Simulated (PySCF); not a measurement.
How methods differ on the ionisation energy of Ne

Ne [Ne] (1S) → Ne⁺ [He] 2s2 2p5 (2P), as a difference of total energies. Calculation: PySCF 2.14, in 6-31G* (3s2p1d, 14 functions); the non-relativistic Hamiltonian (point nucleus). Correlated levels: valence: 1s2 frozen. The calculations carry no spin-orbit coupling.

```csv
method,ionisation energy (eV),error (eV)
UHF,19.681,-1.916
PBE0,21.145,-0.452
LDA,21.701,+0.104
MP2 (valence),21.150,-0.447
SCS-MP2 (valence),21.040,-0.557
CCSD (valence),20.984,-0.613
CCSD(T) (valence),20.996,-0.601
```

Reference: 21.597 eV (measured; NIST levels, between the centres of gravity of the two terms).

Errors of the correlated levels include the incompleteness of this basis and the frozen core.
